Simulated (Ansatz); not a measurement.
BH2Et (C2H7B), relaxed as a singlet with RKS PBE-D4/def2-TZVP in Ansatz, starting from the GFN2-xTB geometry. Force threshold 0.02 eV/Å.

Start:

```csv
atom,x (Å),y (Å),z (Å)
B1,-0.337,0.997,-0.969
H2,-0.991,1.875,-0.557
H3,0.414,1.200,-1.842
C4,-0.414,-0.425,-0.297
C5,0.537,-0.435,0.916
H6,-0.111,-1.234,-0.965
H7,-1.415,-0.663,0.069
H8,0.511,-1.404,1.410
H9,1.559,-0.237,0.601
H10,0.248,0.328,1.635
```

```tsv
step	energy (eV)	largest force component (eV/Å)	SCF passes
1	-2860.2957	1.076	18
2	-2860.3433	0.415	20
3	-2860.3479	0.251	20
4	-2860.3511	0.168	19
5	-2860.3528	0.061	20
6	-2860.3530	0.020	20
```

Force components are those of the run's own axes.

End:

```csv
atom,x (Å),y (Å),z (Å)
B1,-0.3316,0.9606,-0.9376
H2,-1.0034,1.8737,-0.5273
H3,0.5186,1.2003,-1.7579
C4,-0.4603,-0.4599,-0.3172
C5,0.5332,-0.4072,0.8828
H6,-0.1505,-1.2727,-0.9913
H7,-1.4639,-0.6902,0.0712
H8,0.5419,-1.3711,1.4117
H9,1.5628,-0.2014,0.5539
H10,0.2531,0.3679,1.6116
```

By distances, no bond broke or formed. The bond that changes most is B1–H3, from 1.17 to 1.21 Å (atoms count from 1).

No frequencies were taken in this run, so the end may be a saddle point.

Hardware: 4 threads of Arm Neoverse V2 on a shared host. Wall time 3.7 s.
